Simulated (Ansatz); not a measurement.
Take a crystal in which Ag has been replaced by Mo on all its sites, with the cell rescaled by a rough guess (in some cases also distorted within its space group) and nothing relaxed:

```yaml
crystal:
  lattice:
    - [5.53420, 0.00000, 0.00000]
    - [0.00000, 5.53420, 0.00000]
    - [0.00000, 0.00000, 5.53420]
  atoms:
    - { symbol: Sr, position: [0.00000, 0.50000, 0.50000] }
    - { symbol: Sr, position: [0.50000, 0.00000, 0.50000] }
    - { symbol: Sr, position: [0.50000, 0.50000, 0.00000] }
    - { symbol: Mo, position: [0.00000, 0.00000, 0.00000] }
```

Theory: DFT PBE, scalar-relativistic, plane waves, PAW in Ansatz 0.2.0.

Settings: cutoff 420 eV, Γ-centred mesh 8×8×8 on the computed 4-atom cell, Gaussian smearing of 0.10 eV; no spin polarisation.

(1) Will this cell want to expand or contract, and how hard?

(2) Is it a metal on this mesh?

(3) What is its energy against the elements in their standard states?

## Answers

(1) The pressure is -3.1 GPa (positive in compression), so the cell would contract.

(2) Yes, a band crosses the Fermi level.

(3) +1.111 eV/atom at this unrelaxed geometry, with the elements in the same functional.